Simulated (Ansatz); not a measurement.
Geometry optimisation, Ansatz, UKS B3LYP-D4/def2-SVP.

input.yaml

```yaml
crystal:
  periodic: [false, false, false]
  atoms:
    - { symbol: B, position_ang: [-0.090819, 0.000267, -0.351878] }
    - { symbol: H, position_ang: [0.027247, 0.000289, 2.040892] }
    - { symbol: F, position_ang: [1.088737, -0.000161, -0.910737] }
    - { symbol: Cl, position_ang: [-1.567625, -0.000113, -1.288927] }
    - { symbol: H, position_ang: [0.07476, -0.000282, 2.760651] }
magnetization:
  spin_polarized: true
  initial_magnetization: 1
basis:
  gaussian: { orbitals: def2-SVP }
hamiltonian:
  xc: b3lyp
  dispersion: d4
relax:
  f_tol: 0.03
  max_steps: 50
```

Command:

```bash
$ ansatz run input.yaml --threads 1 --pin off --max-ram 2048MiB --backend cpu --events-out ev --progress --plain --runs-dir out
```

Problem. Where does it end, and by what steps?

Solution. The run converged. After 3 steps the energy has fallen by 0.070 eV; H5 moved furthest, 0.36 Å.

```tsv
step	energy less start (eV)	largest force component (eV/Å)	accepted
0	0.0000	1.838	yes
1	-0.0634	0.046	yes
2	-0.0689	0.061	yes
3	-0.0698	0.012	yes
```

```xyz
5
Properties=species:S:1:pos:R:3
B -0.109 0.000 -0.583
H 0.035 0.000 2.364
F 1.073 0.000 -1.132
Cl -1.585 0.000 -1.521
H 0.118 0.000 3.122
```

The run took 8.3 s on 1 thread of Arm Neoverse V2, on a shared host, peak memory 0.13 GiB.
